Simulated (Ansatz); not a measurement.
`CCCCC(C)(C)C` from Hartree–Fock to CCSD(T)

```xyz
26

C    -2.8129    0.3251   -1.9740
C    -1.6654   -0.4471   -1.3482
C    -0.3849    0.3714   -1.2569
C     0.7873   -0.3630   -0.6021
C     1.0466   -0.0771    0.8866
C     2.1535   -1.0151    1.3608
C    -0.2018   -0.3175    1.7303
C     1.5128    1.3648    1.0740
H    -3.0597    1.2115   -1.3824
H    -3.7162   -0.2846   -2.0498
H    -2.5560    0.6656   -2.9813
H    -1.9563   -0.7951   -0.3524
H    -1.4649   -1.3508   -1.9354
H    -0.1036    0.6752   -2.2710
H    -0.5936    1.3061   -0.7239
H     0.6385   -1.4430   -0.7248
H     1.7133   -0.1290   -1.1387
H     1.8486   -2.0612    1.2660
H     3.0647   -0.8766    0.7717
H     2.4017   -0.8313    2.4100
H     0.0155   -0.1507    2.7891
H    -1.0140    0.3584    1.4516
H    -0.5622   -1.3442    1.6212
H     2.4249    1.5580    0.5021
H     0.7560    2.0836    0.7505
H     1.7282    1.5668    2.1269
```

The species carries charge 0 and has multiplicity 1. The structure was optimised at the PBE0-D4/def2-TZVP level. It is a higher conformer; a search finds a lower one. Frozen core, restricted reference, the Gaussian-basis code of Ansatz. CBS rows extrapolate triple and quadruple zeta; past MP2 they add the triple-zeta difference.

```json
{"basis": "def2-TZVPP", "HF (Eh)": "-313.54478", "MP2 corr.": "-1.42518", "CCSD corr.": "-1.51408", "(T)": "-0.06014", "CCSD(T) total": "-315.11900"}
{"basis": "def2-QZVPP", "HF (Eh)": "-313.55961", "MP2 corr.": "-1.51209", "CCSD corr.": "–", "(T)": "–", "CCSD(T) total": "–"}
{"basis": "CBS(def2)", "HF (Eh)": "-313.56165", "MP2 corr.": "-1.57647", "CCSD corr.": "-1.66536", "(T)": "as TZ", "CCSD(T) total": "-315.28715"}
```
